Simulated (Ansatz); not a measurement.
Process, species as SMILES: S (H2S) → [SH] (SH) + H atom
B3LYP-D3(BJ)/def2-TZVP geometries, fixed; electronic energies without zero-point terms.
Largest species:
```xyz
3

S      0.0018     0.0003     0.1031
H     -0.0075     0.9678    -0.8277
H     -0.0219    -0.9726    -0.8218
```

Basis-set convergence of the bond dissociation energy at HF with Ansatz (a program for electronic structure). Cartesian d functions, on some or all atoms, in 6-31G*, 6-31+G*, 6-31G**, 6-311G**; all else is spherical. Open shells are unrestricted. No added dispersion term, no relativity. Functions are those of the species that has most. Reference: the value in pcseg-4, 68.61 kcal/mol, itself unsure by roughly 0.05 kcal/mol (its mean distance from aug-pcseg-3, aug-cc-pV(Q+d)Z, cc-pV(5+d)Z). Deviations are taken from unrounded values.

| basis | functions | bond dissociation energy (kcal/mol) | minus reference (kcal/mol) |
|---|---|---|---|
| pcseg-0 | 17 | 54.75 | -13.87 |
| 6-31G* | 23 | 65.55 | -3.06 |
| 6-31+G* | 27 | 65.55 | -3.06 |
| def2-SVP | 28 | 67.62 | -0.99 |
| 6-31G** | 29 | 67.84 | -0.77 |
| 6-311G** | 39 | 68.00 | -0.61 |
| def2-TZVP | 49 | 68.14 | -0.47 |
| pcseg-2 | 62 | 68.64 | 0.03 |
| def2-TZVPD | 64 | 68.24 | -0.37 |
| cc-pV(T+d)Z | 67 | 68.43 | -0.19 |
| def2-TZVPP | 70 | 68.48 | -0.13 |
| 6-311++G(3df,3pd) | 83 | 68.66 | 0.05 |
| def2-QZVPPD | 145 | 68.54 | -0.08 |
